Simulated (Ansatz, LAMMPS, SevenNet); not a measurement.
## hcp Hf, bulk modulus B0

Reference value: 110 GPa (measured, zero-point energy and finite temperature contributions removed; as tabulated in doi:10.1021/acs.jctc.3c00612).

| level (code) | value (GPa) | cell (Å³/atom) | error (%) |
|---|---|---|---|
| Lennard-Jones uff-vdw (LAMMPS) | 1.70 | 20.11 | -98 |
| SevenNet-l3i5 | 106 | 22.47 | -3.6 |
| LDA (Ansatz) | 120 | 20.83 | +9.1 |
| PBE (Ansatz) | 107 | 22.53 | -2.7 |
| PBE+SOC (Ansatz) | 107 | 22.47 | -2.7 |
| PBEsol (Ansatz) | 113 | 21.60 | +2.7 |
| PBEsol+SOC (Ansatz) | 113 | 21.54 | +2.7 |
| r²SCAN (Ansatz) | 110 | 22.35 | 0.0 |
| r²SCAN+SOC (Ansatz) | 110 | 22.30 | 0.0 |

Leaving aside Lennard-Jones uff-vdw (doubt noted below): Once the reference is moved by up to 1.7 % (a margin picked here for doubts on the reference and the settings) and values within 1.7 % count as equal, the nearest can be r²SCAN (0.0 %), r²SCAN+SOC (0.0 %), PBE (-2.7 %), PBE+SOC (-2.7 %), PBEsol (+2.7 %), PBEsol+SOC (+2.7 %) or SevenNet-l3i5 (-3.6 %). Among them LDA (+9.1 %) misses by most. Within 15 %: SevenNet-l3i5, LDA, PBE, PBE+SOC, PBEsol, PBEsol+SOC, r²SCAN, r²SCAN+SOC.

Density-functional levels without +SOC have no spin–orbit coupling. Lennard-Jones uff-vdw: this is a force field's van der Waals term alone, without bonds or charges. Each level is taken at its own relaxed cell. Cutoffs differ between the levels. Ansatz's density-functional and Hartree–Fock values are scalar-relativistic unless marked +SOC, with PAW data made under PBE.

Machine-learned potentials (SevenNet-l3i5) are trained on DFT data: a solid inside that data is no test of them.

Differences are worked out from the printed values.

Ansatz is a program for electronic structure.
